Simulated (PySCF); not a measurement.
# BH2Cl (SMILES BCl): SVWN5/STO-6G

Aim: the vertical singlet–triplet gap of BH2Cl at SVWN5/STO-6G, from 2 runs. The job is set up through a Python script.

Program for the calculation: PySCF 2.14.0.

8 further runs of the same task are left out: 8 set aside as unsound or not needed.

## Step 1: Starting point

BH2Cl: 4 atoms, total charge 0, spin state singlet. As SMILES, `BCl`. The coordinates come from a PBE0-D4/def2-TZVP relaxation.

Bond lengths: B1–Cl2 1.733 Å, B1–H3 1.190 Å, B1–H4 1.190 Å. Angles: Cl2–B1–H3 118.1°, Cl2–B1–H4 118.1°, H3–B1–H4 123.7°.

## Step 2: The energy at SVWN5/STO-6G

File input.py:

```python
from pyscf import gto, dft

mol = gto.M(
    atom=[
    ('B', (-0.116700, 0.021700, -0.075300)),
    ('Cl', (1.365000, -0.395300, 0.721200)),
    ('H', (-1.106200, -0.559500, 0.240400)),
    ('H', (-0.086600, 0.872800, -0.906600)),
],
    max_memory=1860,
    basis='sto-6g',
    verbose=3,
)

mf = dft.RKS(mol)
mf.xc = 'svwn'
mf.conv_tol = 1e-10
mf.grids.level = 5
mf.kernel()
if not mf.converged:
    mf = mf.newton().run(mf.mo_coeff, mf.mo_occ)

energy = mf.e_tot
print('Final energy', energy)
```

Run with:

```
$ OMP_NUM_THREADS=1 python input.py
```

What it wrote:

```text
converged SCF energy = -482.76307039506
Final energy -482.7630703950605
```

Run time: 1.9 s. Hardware: 1 thread of Arm Neoverse V1, shared host; peak memory 0.14 GiB.

## Step 3: The triplet

File input.py:

```python
from pyscf import gto, dft

system = gto.M(
    atom='''
B       -0.116700       0.021700      -0.075300
Cl       1.365000      -0.395300       0.721200
H       -1.106200      -0.559500       0.240400
H       -0.086600       0.872800      -0.906600
''',
    spin=2,
    max_memory=1860,
    verbose=3,
    basis='sto-6g',
)

myscf = dft.UKS(system, xc='svwn')
myscf.grids.level = 5
myscf.conv_tol = 1e-10
myscf.kernel()
if not myscf.converged:
    myscf = myscf.newton().run(myscf.mo_coeff, myscf.mo_occ)

energy = myscf.e_tot
print('E = %.10f Eh' % energy)
```

Run with:

```
$ OMP_NUM_THREADS=1 python input.py
```

What it wrote:

```text
WARN: HOMO -0.0643946057969712 >= LUMO -0.30574788050737

WARN: HOMO 0.00597413722311246 >= LUMO -0.211817107432598

WARN: HOMO -0.00347241136080234 >= LUMO -0.214543749688162

WARN: HOMO -0.00894425772983898 >= LUMO -0.214853678575383

WARN: HOMO -0.0082143993328741 >= LUMO -0.214749312995694

WARN: HOMO -0.00830815165569243 >= LUMO -0.214807316200969

WARN: HOMO -0.00830243385341051 >= LUMO -0.214810360471365

WARN: HOMO -0.0083019847944662 >= LUMO -0.214810460825749

WARN: HOMO -0.00830156634209028 >= LUMO -0.2148105695588

WARN: HOMO -0.00830158964182642 >= LUMO -0.214810611653515

converged SCF energy = -482.571449068559  <S^2> = 2.0008763  2S+1 = 3.0005841
E = -482.5714490686 Eh
```

Run time: 2.4 s. Hardware: 1 thread of Arm Neoverse V1, shared host; peak memory 0.14 GiB.

## Step 4: What came out

At SVWN5/STO-6G:

| quantity | value |
| --- | --- |
| singlet: total energy | -482.76307 Eh |
| singlet: dipole moment | 0.77 D |
| singlet: HOMO energy | -5.71 eV |
| singlet: LUMO energy | -0.90 eV |
| singlet: HOMO–LUMO gap | 4.81 eV |
| triplet: total energy | -482.57145 Eh |
| triplet: dipole moment | 0.04 D |
| triplet: HOMO energy (highest over α and β) | -0.23 eV |
| triplet: ⟨S²⟩ | 2.001 |
| vertical energy of the triplet above the singlet | 5.214 eV |

At this shape the triplet lies 5.21 eV (120 kcal/mol) above the singlet. In a minimal basis such a difference can be off by several eV, whatever the method.
